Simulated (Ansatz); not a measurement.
# AlN (triplet): wave-function methods side by side, aug-cc-pVDZ

The task here is to estimate one member of a computed series from the others.

Method: aug-cc-pVDZ, core rule «outside noble gas», up to 6 orbitals frozen; program: Ansatz 0.2.0, Gaussian basis.

The runs, in order: UHF; CCSD(T) on ROHF; CCSD(T) on UHF; BCCD(T) on ROHF; CISD; CCSDT(Q) on ROHF; CCSDT(Q) on UHF; CASSCF and MRCISD+Q, 8 electrons in 8 orbitals; CASSCF and NEVPT2, 8 electrons in 8 orbitals.

17 further runs of the same task are left out: 7 that didn't finish, 10 set aside as unsound or not needed.

### The geometry

The geometry is a PBE0/def2-TZVPD stationary point (not a proven minimum) of the parent state, kept for this charge and spin.

2 atoms, charge 0, spin multiplicity 3.

Atoms are counted from 1 here; the program's logs count them from 0.

Bond lengths: Al1–N2 1.852 Å.

As a file:

```xyz
2

Al    0.00000    0.00000    0.00000
N     0.00000    0.00000    1.85200
```

The first run:

Contents of in.yaml:

```yaml
crystal:
  periodic: [false, false, false]
  atoms:
    - {symbol: Al, position_ang: [0.000000, 0.000000, 0.000000]}
    - {symbol: N, position_ang: [0.000000, 0.000000, 1.852000]}
basis:
  gaussian: {orbitals: aug-cc-pVDZ}
magnetization: {spin_polarized: true, initial_magnetization: 2}
hamiltonian: {xc: hf}
output: {orbitals: {seedname: orbitals}}
```

Launch:

```
$ ansatz run in.yaml --threads 1 --pin off --events-out ev --progress --plain --max-ram 2393MiB
```

Steps of the session up to this table: UHF; CCSD(T) on ROHF; CCSD(T) on UHF; BCCD(T) on ROHF; CISD; CCSDT(Q) on ROHF; CCSDT(Q) on UHF; CASSCF and MRCISD+Q, 8 electrons in 8 orbitals; CASSCF and NEVPT2, 8 electrons in 8 orbitals.

One table of the session follows, with a row left open; its other results are not shown here.

| method | from UCCSDT(Q) (kcal/mol) |
| --- | --- |
| ROHF | +117.27 |
| UHF | +113.78 |
| RMP2 | +23.36 |
| UMP2 | +23.29 |
| CISD | +10.79 |
| RCCSD | +3.78 |
| UCCSD | +3.69 |
| RCCSD(T) | +0.81 |
| UCCSD(T) | +0.78 |
| BCCD(T) | +0.80 |
| RCCSDT | +0.21 |
| UCCSDT | +0.19 |
| RCCSDT(Q) | ? |
| UCCSDT(Q) | 0 |
| CASSCF valence | +85.19 |
| NEVPT2 valence | +18.07 |
| MRCISD valence | +5.22 |
| MRCISD+Q valence | +0.53 |

Estimate the missing values for RCCSDT(Q).

As computed: from UCCSDT(Q) (kcal/mol): +0.04. In the column «from UCCSDT(Q) (kcal/mol)» it lies between UCCSDT(Q) (0) and UCCSDT (+0.19).

Caveats from the session: Restricted and unrestricted rows rest on different reference determinants; where their highest levels disagree by more than a few hundredths of an eV, they describe different states and don't form one ladder.
